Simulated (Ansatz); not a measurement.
```yaml
crystal:
  periodic: [false, false, false]
  atoms:
    - {symbol: P, position_ang: [-0.996637, 0.464713, -0.004698]}
    - {symbol: S, position_ang: [1.082485, -0.453830, 0.004250]}
    - {symbol: H, position_ang: [-2.341946, 1.000524, -0.009508]}
    - {symbol: H, position_ang: [-1.468095, -0.843631, 0.018650]}
basis:
  gaussian: {orbitals: def2-TZVP}
magnetization: {spin_polarized: true, initial_magnetization: 3}
hamiltonian: {xc: pbe0}
relax: {f_tol: 0.004, max_steps: 80}
```

```sh
$ ansatz run in.yaml --threads 1 --pin off --events-out ev --progress --plain --max-ram 2176MiB
```

Steps of the relaxation (energy above the last step; positions in Å, forces in eV/Å):

```
4
step 1, 21.7 meV
P    -0.997    0.465   -0.005    0.339    0.185   -0.004
S     1.082   -0.454    0.004    0.035    0.065   -0.001
H    -2.342    1.001   -0.010   -0.268    0.331   -0.005
H    -1.468   -0.844    0.019   -0.106   -0.581    0.010
```

```
4
step 2, 1.7 meV
P    -1.008    0.438   -0.004    0.172    0.089   -0.002
S     1.093   -0.432    0.004    0.032    0.014    0.000
H    -2.336    1.052   -0.010   -0.099    0.031    0.000
H    -1.473   -0.890    0.019   -0.106   -0.135    0.003
```

```
4
step 3, 0.1 meV
P    -1.003    0.429   -0.004   -0.022    0.007    0.000
S     1.108   -0.421    0.004    0.011   -0.015    0.000
H    -2.332    1.055   -0.010   -0.010    0.009    0.000
H    -1.497   -0.896    0.020    0.021    0.000    0.000
```

```
4
step 5, 0.0 meV
P    -1.004    0.432   -0.004   -0.003    0.001    0.000
S     1.106   -0.424    0.004    0.002   -0.001    0.000
H    -2.335    1.056   -0.010    0.001    0.000    0.000
H    -1.491   -0.896    0.020    0.000    0.000    0.000
```

Close pairs at the end: P1–H4 1.414 Å, P1–H3 1.470 Å, P1–S2 2.277 Å.

A stationary point of unrestricted PBE0 after 5 steps, with ⟨S²⟩ = 3.764 against 3.75 for a pure state; no frequencies were run, so it isn't proven a minimum. 14 s on 1 thread of Intel Xeon Platinum 8375C, shared host.
